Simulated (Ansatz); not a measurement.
Two shapes of singlet C₂H₆O.

Shape 1:

```xyz
9

C     0.0000   -0.4146   -0.3535
C     0.0000   -0.4345    1.1567
O     0.0000    0.9232   -0.7809
H    -0.8892   -0.9616   -0.7300
H     0.8892   -0.9616   -0.7300
H     0.0000   -1.4668    1.5374
H     0.8896    0.0825    1.5468
H    -0.8896    0.0825    1.5468
H     0.0000    0.9341   -1.7424
```

Shape 2:

```xyz
9

C     0.0000   -0.3814   -0.3253
C     0.0000   -0.3998    1.0642
O     0.0000    0.8493   -0.7184
H    -0.8181   -0.8847   -0.6716
H     0.8181   -0.8847   -0.6716
H     0.0000   -1.3494    1.4144
H     0.8185    0.0759    1.4230
H    -0.8185    0.0759    1.4230
H     0.0000    0.8594   -1.6030
```

Basis set: def2-TZVP (spherical functions). Correlated methods keep 3 orbitals frozen. Charge 0, multiplicity 1.

Computed with Ansatz (development build ahead of 0.2.0); each method stands on the lowest determinant of its kind that the runs found.

Question: Which shape is lower in energy, and by how much in each method?

Answer:

```
 method  E(2) − E(1) (eV)
    RHF             1.249
RHF-MP2             1.482
```

Shape 1 is lower. Caution: no unrestricted run beside it, a lower state can exist.
